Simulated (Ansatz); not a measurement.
A run for Ansatz (a quantum-chemistry and plane-wave program): U-PBE0/def2-TZVPPD on HFCH3ts, 2S+1 = 2. Files ending in .json are basis or fitting sets from the Basis Set Exchange.

Ansatz 0.2 input:
```yaml
crystal:
  periodic: [false, false, false]
  atoms:
    - {symbol: H, position_ang: [-0.03976400, 0.00000000, 0.04410600]}
    - {symbol: F, position_ang: [-0.04932100, 0.00000000, 1.28255400]}
    - {symbol: C, position_ang: [-0.06154400, 0.00000000, 2.95115700]}
    - {symbol: H, position_ang: [0.99049700, 0.00000000, 3.19427500]}
    - {symbol: H, position_ang: [-0.59007000, 0.91235500, 3.18348100]}
    - {symbol: H, position_ang: [-0.59007000, -0.91235500, 3.18348100]}
basis:
  gaussian:
    orbitals: def2-TZVPPD.json
hamiltonian:
  xc: {name: PBE0}
magnetization: {spin_polarized: true, initial_magnetization: 1}
```

Program output:

```
WARN ansatz: RAYON_NUM_THREADS=2 ignored (pool sized by the plan → 2); use --threads N
Functional definition: PBE0
integrals: 0.03 GiB planned
607 factors; their error is unknown
mean field: 0.51 GiB planned
mean field evaluation 1: about -3807.2446 eV, gradient 3.3e1 eV
mean field evaluation 2: about -3801.4702 eV, gradient 4.8e1 eV
mean field evaluation 4: about -3812.7138 eV, gradient 4.0e0 eV
mean field evaluation 8: about -3812.7693 eV, gradient 3.3e-1 eV
mean field evaluation 16: about -3812.7696 eV, gradient 5.0e-6 eV
mean field -3812.76957459 eV, -140.1166974783 hartree, gradient 5.1e-6 eV, S^2 0.764705; 0 other end points of the search recorded, 0 dependent functions left out
reference -3812.76960507 eV, -140.1166985983 hartree; 10, 9 occupied and 135, 136 virtual orbitals, 607 factors
Total energy: -3812.76960507 eV, -140.1166985983 hartree
```

The run converged.

Cost: roughly 2.7 core-seconds.
